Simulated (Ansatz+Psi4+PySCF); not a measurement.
Results of a calculation; reference values are marked as such.
A run of PySCF 2.14.0 on singlet N₂(2+) at this shape:

```
atom   x (Å)   y (Å)   z (Å)
   N  0.0000  0.0000  0.0000
   N  0.0000  0.0000  1.1300
```

Its results:

| Property | Result |
| --- | --- |
| Converged | yes |
| Reference energy | -107.31089 hartree |
| Correlation energy | -0.48498 hartree |
| Total energy | -107.79587 hartree |
| Spin squared of the determinant | 0.000 |

Task: Which input gives this output? Name the method, the orbitals and the basis set, and write the input.

Result: RHF-MP2 in cc-pVTZ. An unrestricted run that stays on the closed shell gives the same numbers.

```python
from pyscf import gto, scf, mp

mol = gto.M(atom="""
N 0.000000 0.000000 0.000000
N 0.000000 0.000000 1.130000
""", basis='cc-pvtz', charge=2, spin=0)
mf = scf.RHF(mol)
mf.kernel()
pt = mp.MP2(mf, frozen=2).run()
print(mf.e_tot, pt.e_corr, pt.e_tot)
```

The reference isn't the lowest determinant (another lies 1.51 eV lower), but the same method gives a higher total on the lower determinant. Caution: no unrestricted run beside it, a lower state can exist; other spin multiplicities were not run; unrestricted orbitals would lower the determinant.
